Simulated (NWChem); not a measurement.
System: C4H6; SMILES C1=CCC1

NWChem input:

```
start job
memory heap 200 mb stack 900 mb global 1100 mb
geometry units angstroms noautosym nocenter noautoz
  C      0.000000     0.676902     0.816632
  C      0.000000    -0.676902     0.816632
  C      0.000000    -0.784878    -0.697061
  C      0.000000     0.784878    -0.697061
  H      0.000000     1.436837     1.614606
  H      0.000000    -1.436837     1.614606
  H      0.899914    -1.253381    -1.150693
  H     -0.899914    -1.253381    -1.150693
  H     -0.899914     1.253381    -1.150693
  H      0.899914     1.253381    -1.150693
end
basis spherical
  C library 6-31g*
  H library 6-31g*
end
dft
  xc m05-2x
  iterations 150
end
cosmo
  do_cosmo_smd true
  solvent water
end
task dft energy
```

All runs use the structure optimised with PBE-D3(BJ)/def2-SVP. Solvent: water.

Level: M05-2X/6-31G* with SMD (1 M gas to 1 M solution), gas-phase geometry.

**Question.** What results follow from this input? (M05-2X/6-31G* (spherical d), SMD on the gas-phase geometry.) Quantities: solvation free energy (kcal/mol); cavity-dispersion-structure term (kcal/mol); dipole in solution (D).

**Answer.** 
```yaml
solvation free energy (kcal/mol): 0.3
cavity-dispersion-structure term (kcal/mol): 2.2
dipole in solution (D): 0.19
```
